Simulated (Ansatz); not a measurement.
## Ansatz (development build ahead of 0.2.0) run

```yaml
crystal:
  periodic: [false, false, false]
  atoms:
    - { symbol: C, position_ang: [-0.19457, 0.10698, -0.12104] }
    - { symbol: H, position_ang: [0.66432, 0.67827, -0.54077] }
    - { symbol: H, position_ang: [-0.36633, -0.8539, -0.68144] }
    - { symbol: H, position_ang: [-0.64977, 0.38824, 0.90199] }
    - { symbol: H, position_ang: [2.41032, -1.43747, 1.78264] }
basis:
  gaussian: { orbitals: def2-SVP }
total_charge: 1
magnetization:
  spin_polarized: true
  initial_magnetization: 1
hamiltonian:
  xc: pbe0
output:
  forces: true
```

The input is written out in the form of the current development build from the run's settings.

The run gave:

- Converged: yes
- Total energy: -39.89001 hartree
- Spin squared of the determinant: 0.750
- Stability test: minimum

Forces (eV/Å):
| atom | Fx | Fy | Fz |
| --- | --- | --- | --- |
| C1 | 0.976 | -0.688 | 0.974 |
| H2 | -0.572 | 0.316 | 0.203 |
| H3 | -0.579 | 0.672 | 0.545 |
| H4 | 0.267 | -0.351 | -1.655 |
| H5 | -0.092 | 0.051 | -0.066 |

Caution: charge can spread falsely over distant fragments.
